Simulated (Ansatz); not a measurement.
`OC(O)(Cl)C=S` at its PBE0-D4/def2-TZVP geometry, where that method's forces vanish. Total charge 0; spin multiplicity 1.

```xyz
9

O     1.1052    0.6829    0.8912
C     0.3628   -0.0613    0.0375
O     0.2446   -1.3385    0.4413
Cl    1.1619   -0.0130   -1.6670
C    -0.9323    0.6431   -0.2657
S    -2.3297   -0.1319   -0.3813
H     1.8500    0.1473    1.1902
H    -0.6389   -1.6458    0.1590
H    -0.8237    1.7172   -0.4052
```

Problem. What forces (eV/Å) does ωB97M-V/def2-TZVPP give on these atoms in Ansatz? (Estimate.)

Solution. The calculation gave: 
```
O1   0.179  0.107  0.198
C2   0.001  0.104 -0.378
O3  -0.157 -0.295  0.034
Cl4  0.048 -0.039  0.049
C5  -0.285  0.111  0.044
S6   0.106  0.103 -0.003
H7  -0.034  0.037 -0.018
H8   0.151 -0.023  0.064
H9  -0.009 -0.105  0.009
```
